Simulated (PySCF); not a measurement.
**NaSi: energy against distance**

Set-up: PySCF, no relativity, basis sets Na 6-311G(d,p), Si 6-311G(d,p). Energies in eV from Na + Si in their ground configurations at the same level. State: ⁴Σ⁻ (quartet), unpaired electrons σ ↑, π ↑↑.

| R (Å) | PW91 | PBE | UHF-CCSD(T) | TPSSh |
| --- | --- | --- | --- | --- |
| 2.333 | -1.136 | -1.106 |  | -1.158 |
| 2.442 | -1.312 | -1.284 | -1.111 | -1.340 |
| 2.550 | -1.411 | -1.385 | -1.212 | -1.443 |
| 2.632 | -1.448 | -1.422 | -1.245 | -1.480 |
| 2.713 | -1.460 | -1.435 | -1.251 | -1.492 |
| 2.794 | -1.453 | -1.429 | -1.236 | -1.483 |
| 2.903 | -1.421 | -1.399 | -1.190 | -1.449 |
| 3.039 | -1.357 | -1.336 | -1.106 | -1.380 |
| 3.201 | -1.260 | -1.240 | -0.984 | -1.275 |
| 3.418 | -1.116 | -1.099 |  | -1.120 |

**Question.** Put a parabola through the three lowest points of the PW91 curve and estimate Re, k and ωe (reduced mass 12.62 u; 1 eV/Å² = 0.16022 mdyn/Å; ωe = 1302.8·√(k/μ) cm⁻¹).

**Answer.** Through R = 2.632, 2.713, 2.794 Å the second-order coefficient is 1.45 eV/Å², so Re ≈ 2.724 Å, k ≈ 0.464 mdyn/Å and ωe ≈ 250 cm⁻¹. A polynomial fit of higher order to the unrounded PW91 energies gives Re = 2.720 Å, k = 0.451 mdyn/Å, ωe = 246 cm⁻¹; anharmonicity and rounding make the difference.

The higher-order fit for each curve: PW91: Re = 2.720 Å, ωe = 246 cm⁻¹, De = 1.46 eV; PBE: Re = 2.724 Å, ωe = 245 cm⁻¹, De = 1.44 eV; UHF-CCSD(T): Re = 2.692 Å, ωe = 272 cm⁻¹, De = 1.25 eV; TPSSh: Re = 2.716 Å, ωe = 254 cm⁻¹, De = 1.49 eV.

Correlated steps freeze 6 core orbitals. The state was picked by a PBE0 search and need not be the measured ground state.
